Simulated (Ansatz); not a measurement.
**Basis-set limit of CH, doublet**

```json
{"atom": "C", "x (Å)": "0.0000", "y (Å)": "0.0000", "z (Å)": "0.0000"}
{"atom": "H", "x (Å)": "0.0000", "y (Å)": "0.0000", "z (Å)": "1.1225"}
```

Ansatz 0.2.0, UHF determinant, valence electrons correlated. Energies in eV.

```tsv
set	X	functions	Hartree–Fock	MP2 correlation	CCSD(T) correlation	time
def2-TZVPP	3	45	-1041.8112	-2.5101	-3.3942	16 s on 1 × NVIDIA H100 80GB HBM3 with 1 thread of AMD EPYC 7R13 Processor (Zen 3) (shared host)
def2-QZVPP	4	87	-1041.8570	-2.7072	-3.5641	18 s on 1 × NVIDIA H100 80GB HBM3 with 1 thread of AMD EPYC 7R13 Processor (Zen 3) (shared host)
```

Hartree–Fock is taken to follow E(X) = E∞ + A·exp(−7.88·√X), correlation E(X) = E∞ + B·X^−2.97.

Cautions: higher spins were not checked; ⟨S²⟩ of the determinant is 1.10 against 0.75, spin contaminated.

**Question.** Work out the CCSD(T) energy at the limit, and how far the shortcut misses it that extrapolates MP2 and adds CCSD(T) minus MP2 from the smaller set.

**Answer.** Hartree–Fock: E∞ = E4 + 0.1377·(E4 − E3) = -1041.8633. Correlation: E∞ = E4 + 0.7407·(E4 − E3) = -3.6899 for CCSD(T) and -2.8531 for MP2. The limit is -1045.5532 eV, 0.132 eV below def2-QZVPP. The shortcut gives a correlation energy of -2.8531 + (-0.8841) = -3.7373, 47 meV lower than the direct value.
